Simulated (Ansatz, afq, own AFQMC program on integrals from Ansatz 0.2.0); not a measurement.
## CHN, singlet → CHN⁺, doublet

```xyz
3

N     0.0000    0.0000    1.1200
C     0.0000    0.0000   -0.0256
H     0.0000    0.0000   -1.0944
```

Connectivity, by distances: N–CH.

E(doublet, charge +1) − E(singlet, charge +0) at this geometry, on RHF and UHF determinants.

Basis cc-pVTZ. Noble-gas cores (and the filled d shells of Ga–Kr and In–Xe) are frozen. Integrals, coupled cluster, full CI and functionals: Ansatz 0.2.0; the random walks run on the same integrals in our own AFQMC program. ph-AFQMC/CISD is guided by a CISD state made of CCSD amplitudes; releasing the constraint for a short imaginary time cuts its bias at the price of noise, slowly where states lie close. Uncertainties: one standard error, sampling alone. The errors of all members are added in quadrature.

No full CI on the walks' own integrals is used here. The released AFQMC energy serves as the reference, which it does only where one determinant dominates, the energy is flat over the last release times and near the phaseless one (40 meV or 2 meV an electron, half that with transition metals). On small molecules, where full CI could be run and the noise was under 10 meV, such values lay within 10 meV of it in 19 cases of 20, a flattering rate, since the rule was set on those same cases; what remains of the bias isn't in the error bar. Each member takes its own surest rung, up to full CI.

The best estimate is CCSD(T) at the basis-set limit (CBS: def2-TZVPP and def2-QZVPP, with their diffuse functions for anions and beside diffuse sets, CCSD(T) itself extrapolated) plus the step from CCSD(T) to AFQMC with the constraint released in cc-pVTZ. Rows without CBS are in cc-pVTZ; B2PLYP and the wave-function rows carry a basis error of their own. Core correlation and relativity beyond core potentials are missing, and ± holds the sampling alone.

Cautions: CHN (singlet): the released value is read at 2.40 1/Eh (meV from the phaseless value at times in 1/Eh: -11 ± 4 at 0.24, -10 ± 4 at 0.51, -11 ± 5 at 0.99, -13 ± 4 at 1.62, -14 ± 6 at 2.40); CHN⁺ (doublet): the released energies are still falling, so no released level is given (meV from the phaseless value at times in 1/Eh: -20 ± 9 at 0.24, -19 ± 7 at 0.51, -25 ± 5 at 0.99, -38 ± 5 at 1.62, -26 ± 12 at 2.40), though the last usable value meets CCSDT(Q) within the noise, its ph-AFQMC/CISD value lies 41 ± 4 meV above CCSDT(Q).

| level | vertical ionization energy (kcal/mol) |
| --- | --- |
| r2SCAN | 314.6 |
| wB97M-V | 313.5 |
| MP2 | 324.5 |

Q: From these cheaper values, estimate the vertical ionization energy at the level of the best estimate.

A: 320.2 ± 0.1 kcal/mol (best estimate, highest rung released AFQMC).

```csv
level,vertical ionization energy (kcal/mol),error against the best estimate (kcal/mol)
HF,277.2,-42.9 ± 0.1
CCSD,313.7,-6.5 ± 0.1
CCSD(T),317.2,-2.9 ± 0.1
CCSDT,316.6,-3.5 ± 0.1
CCSDT(Q),317.1,-3.1 ± 0.1
ph-AFQMC/CISD,317.7 ± 0.2,-2.5 ± 0.2
HF/CBS,277.2,-43.0 ± 0.1
MP2/CBS,327.9,7.7 ± 0.1
CCSD(T)/CBS,320.3,0.1 ± 0.1
PBE,317.1,-3.0 ± 0.1
PBE0,314.5,-5.7 ± 0.1
B3LYP,316.6,-3.6 ± 0.1
B2PLYP,317.6,-2.6 ± 0.1
surest rungs in cc-pVTZ,317.1 ± 0.1,-3.1
```

Correlation beyond CCSD(T) changes it by less than twice the noise. Going to the basis-set limit adds 3.1 kcal/mol at CCSD(T). The perturbative (T) step is worth +3.5 kcal/mol. The functionals spread over 4.1 kcal/mol; B2PLYP and PBE come nearest and wB97M-V is 6.7 kcal/mol too low.

Best estimates are given only where the step beyond CCSD(T) is under 0.3 eV and no member's determinant is very poor (T1 over 0.05, or 0.07 for open shells, ⟨S²⟩ too high by 0.3, two states mixed), so the hardest cases are missing from such tables.

The functionals ran in a triple-zeta set and keep a basis error of their own, a few kJ/mol for each bond in atomization energies and more for double hybrids, so close places among them and the extrapolated levels can swap.

CCSDT and higher add their correlation energy to the determinant of the CCSD(T) run, since their own runs factorise the integrals more tightly (a shift of under 2 meV). Each member of a difference takes its own highest rung, so a best estimate needn't equal the limit plus the step of one row. A walk keeps the symmetry of its determinant, which the program's search chose and which needn't be the lowest solution, so a lower state of the same spin and another symmetry isn't excluded. Released energies are given only where the last usable release times agree within the noise; a slower fall can still hide under it.
